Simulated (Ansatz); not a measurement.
The input, for Ansatz 0.2.0:

```yaml
crystal:
  periodic: [false, false, false]
  atoms:
    - {symbol: Al, position_ang: [0.000000, 0.000000, 0.164968]}
    - {symbol: N, position_ang: [0.000000, 0.000000, -1.910032]}
    - {symbol: H, position_ang: [0.000000, 0.000000, 1.745063]}
basis:
  gaussian: {orbitals: 6-31G}
magnetization: {spin_polarized: false, initial_magnetization: 1}
correlation: {method: ccsdtq, electrons: outside_noble_gas}
```

```sh
$ ansatz run in.yaml --threads 1 --pin off --events-out ev --progress --plain --max-ram 2393MiB
```

Problem. Roughly how long does this take on 1 thread of Arm Neoverse V1, shared host, and how much host memory?

Solution. 55 s wall and 0.31 GiB.

```
504 factors; integrals over basis functions are off by at most 5.7e-8 eV
mean field evaluation 1: about -8070.5558 eV, gradient 3.1e1 eV
mean field evaluation 2: about -8070.5803 eV, gradient 3.1e1 eV
mean field evaluation 4: about -8073.8858 eV, gradient 3.9e0 eV
mean field evaluation 8: about -8074.4027 eV, gradient 4.6e-1 eV
mean field evaluation 16: about -8074.4097 eV, gradient 8.8e-7 eV
mean field evaluation 32: about -8068.3075 eV, gradient 2.6e1 eV
mean field evaluation 64: about -8074.3893 eV, gradient 2.0e0 eV
mean field evaluation 96: about -8074.4108 eV, gradient 2.6e-1 eV
mean field evaluation 128: about -8071.8922 eV, gradient 3.0e-1 eV
mean field evaluation 160: about -8069.2018 eV, gradient 1.7e1 eV
...
cycle  27  -4.99637736 eV  change    3.4e-5 eV  update   1.6e-5
cycle  28  -4.99637168 eV  change    5.7e-6 eV  update   1.1e-5
cycle  29  -4.99636783 eV  change    3.9e-6 eV  update   8.7e-6
cycle  30  -4.99636806 eV  change   -2.3e-7 eV  update   6.1e-6
cycle  31  -4.99636736 eV  change    6.9e-7 eV  update   5.6e-6
cycle  32  -4.99636892 eV  change   -1.6e-6 eV  update   2.9e-6
cycle  33  -4.99636831 eV  change    6.1e-7 eV  update   2.0e-6
cycle  34  -4.99636629 eV  change    2.0e-6 eV  update   1.4e-6
cycle  35  -4.99636526 eV  change    1.0e-6 eV  update   1.1e-6
cycle  36  -4.99636425 eV  change    1.0e-6 eV  update   9.8e-7
Total energy: -8079.40604300 eV, -296.9126956622 hartree
```

For the same geometry and basis full CI lies 0.7 meV higher.
